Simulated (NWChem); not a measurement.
water (H$_{2}$O); SMILES O

Program: NWChem. Geometry: optimised at PBE0-D3(BJ)/def2-TZVP. Level PBE0/def2-TZVP: single points from the atomic guess with DIIS by default; each run changes one setting, and all converged runs end within 0.3 mHa of each other. cgmin counts macro-iterations, each dearer than a DIIS step.

**Question.** Which setting needs the most SCF iterations, or fails (core-Hamiltonian guess; quadratically convergent solver (cgmin); defaults; occupation smearing of 0.005 Ha; no DIIS, 40 % damping)?

**Answer.** no DIIS, 40 % damping, with 14 against 6 for the defaults.
```
setting                                  SCF iterations
---------------------------------------  --------------
defaults                                              6
quadratically convergent solver (cgmin)               4
core-Hamiltonian guess                                9
occupation smearing of 0.005 Ha                       6
no DIIS, 40 % damping                                14
```
